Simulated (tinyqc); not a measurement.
Inside a calculation. Method: Pariser-Parr-Pople SCF with singles CI, for the molecule Clc1cc[cH-]c1 (SMILES; centres numbered as the heavy atoms are written). One step of it, computed by the program tinyqc.

Task: Singles CI, singlets. Over the 4 single excitations with the smallest orbital gaps: A = (e_a - e_i) delta + 2 (ia|jb) - (ij|ab), with (pq|rs) = sum c_mp c_mq gamma_mn c_nr c_ns. f = 2/3 w |mu|^2 in atomic units, mu = sqrt2 sum c_ia sum_m c_mi c_ma R_m.

orbital energies (eV): -8.763743  -7.078523  -3.302259  -3.064386  9.042911  9.091334

coefficients:
```
          MO1        MO2        MO3        MO4        MO5        MO6
1Cl  0.835815   0.493205   0.000000  -0.222262   0.000000  -0.093605
2C   0.388329  -0.262284   0.000000   0.608642   0.000000   0.640283
3C   0.227183  -0.380947   0.603147   0.221355  -0.369072  -0.504252
4C   0.153931  -0.445935   0.369072  -0.490998   0.603147   0.190704
5C   0.153931  -0.445935  -0.369072  -0.490998  -0.603147   0.190704
6C   0.227183  -0.380947  -0.603147   0.221355   0.369072  -0.504252
```

repulsion gamma_rs (eV), lower triangle:
```
           1Cl         2C         3C         4C         5C         6C
1Cl  13.000000
2C    7.827217  11.130000
3C    5.206246   7.552804  11.130000
4C    3.775630   5.520570   7.554850  11.130000
5C    3.775630   5.520570   5.519866   7.553862  11.130000
6C    5.206246   7.552804   5.518526   5.519866   7.554850  11.130000
```

Centres (angstrom, eV; a flat drawing with bonds scaled to 1.40 angstrom):
```
centre          x          y  core charge z          W   gamma_rr
1Cl      2.159000   0.000000              2  26.000000  13.000000
2C       0.759000   0.000000              1  11.160000  11.130000
3C      -0.064000   1.133000              1  11.160000  11.130000
4C      -1.395000   0.700000              1  11.160000  11.130000
5C      -1.395000  -0.700000              1  11.160000  11.130000
6C      -0.064000  -1.133000              1  11.160000  11.130000
```

Give: singlet CI matrix; singlet excitation energies; oscillator strengths.

Result:

singlet CI matrix (eV), lower triangle:
```
        4>5      4>6     3>5     3>6
4>5  6.6253
4>6  0.0000   6.5813
3>5  0.0000  -0.8992  6.7179
3>6  0.8909   0.0000  0.0000  6.7639
```

singlet excitation energies (eV): 5.7478  5.8010  7.5513  7.5882

oscillator strengths: 0.0024  0.0015  0.9626  0.9387
